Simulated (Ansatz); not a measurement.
**Si2H7F (built from SMILES F.[SiH3][SiH3]): search for a transition state**

Wanted: the transition state of a four-centre ligand exchange (form Si1–F7, Si2–H6 and break Si1–Si2, H6–F7). The guess is relaxed with those distances held, a saddle search follows, and vibrations and two downhill relaxations check it.

Program: Ansatz 0.2.0, Gaussian basis. Level of theory: PBE0-D4, def2-SVP first, then def2-TZVP. These are calculated values, not measurements.

152 further runs of the same task are left out: 152 set aside as unsound or not needed.

**1. The starting structure**

The guess: 10 atoms, charge 0, spin multiplicity 1.

Atoms are counted from 1 here; the program's logs count them from 0.

Bond lengths: Si1–H3 1.475 Å, Si1–H4 1.450 Å, Si1–H5 1.449 Å, Si2–H8 1.469 Å, Si2–H9 1.463 Å, Si2–H10 1.463 Å. Angles: H3–Si1–H4 107.8°, H3–Si1–H5 107.8°, H4–Si1–H5 118.3°, H8–Si2–H9 104.6°, H8–Si2–H10 105.0°, H9–Si2–H10 107.1°.

As a file:

```xyz
10
FH7Si2
Si   -1.07450    0.54570   -0.44700
Si    0.91530   -0.92910    0.16380
H    -1.70540   -0.45030   -1.33300
H    -1.96410    0.76820    0.67560
H    -0.69460    1.68410   -1.25950
H     0.53410    0.69410    0.67940
F     0.25000    1.88810    1.05490
H     2.06650   -0.88610    1.07470
H     0.18500   -2.13650    0.55060
H     1.48770   -1.17830   -1.15960
```

Distances that are to change: Si1–F7 2.41 Å, Si2–H6 1.75 Å, Si1–Si2 2.55 Å, H6–F7 1.28 Å.

**2. Relaxing the guess with the reacting distances held**

File hold/in.yaml:

```yaml
crystal:
  periodic: [false, false, false]
  atoms:
    - {symbol: Si, position_ang: [-1.074500, 0.545700, -0.447000]}
    - {symbol: Si, position_ang: [0.915300, -0.929100, 0.163800]}
    - {symbol: H, position_ang: [-1.705400, -0.450300, -1.333000]}
    - {symbol: H, position_ang: [-1.964100, 0.768200, 0.675600]}
    - {symbol: H, position_ang: [-0.694600, 1.684100, -1.259500]}
    - {symbol: H, position_ang: [0.534100, 0.694100, 0.679400]}
    - {symbol: F, position_ang: [0.250000, 1.888100, 1.054900]}
    - {symbol: H, position_ang: [2.066500, -0.886100, 1.074700]}
    - {symbol: H, position_ang: [0.185000, -2.136500, 0.550600]}
    - {symbol: H, position_ang: [1.487700, -1.178300, -1.159600]}
basis:
  gaussian: {orbitals: def2-SVP}
hamiltonian: {xc: pbe0, dispersion: d4}
relax: {f_tol: 0.04, max_steps: 150, escape_saddle: false, constraints: [{distance: [0, 6]}, {distance: [1, 5]}, {distance: [0, 1]}, {distance: [5, 6]}]}
```

On the command line:

```
> ansatz run in.yaml --threads 4 --pin off --events-out ev --progress --plain --max-ram 9574MiB
```

Further steps of the session: A starting Hessian; Saddle search in the small basis; Saddle search in triple zeta; Checking the order of the point; Relaxing after a step of 0.30 Å one way along the mode; Relaxing after a step of 0.30 Å the other way along the mode.

Before running it: what results should come out? Wanted: imaginary mode; barrier from the start side; barrier from the end side; energy of the step; pairs that change; zero-point energy at the saddle.

The runs gave:

| quantity | value |
| --- | --- |
| imaginary mode | 1140i cm⁻¹ |
| barrier from the start side | 148.8 kJ/mol |
| barrier from the end side | 254.9 kJ/mol |
| energy of the step | -106.1 kJ/mol |
| pairs that change | Si1–F7 formed, Si2–H6 formed, Si1–Si2 broken, H6–F7 broken |
| zero-point energy at the saddle | 1.567 eV |

**Reading.** One imaginary mode, 1140i cm⁻¹, makes this a first-order saddle. Going downhill both ways gives the intended start and end. At PBE0-D4/def2-TZVP the electronic barrier is 148.8 kJ/mol, about 60 kT at 298 K, and the step runs 106.1 kJ/mol downhill. With so stiff a mode tunnelling counts: Wigner's rough correction is a factor of 2.3 at 298 K. A step off the saddle overshot and began above it in energy, so the link to its end is likely but not proven. The ends are the nearest minima, not always the lowest complexes.
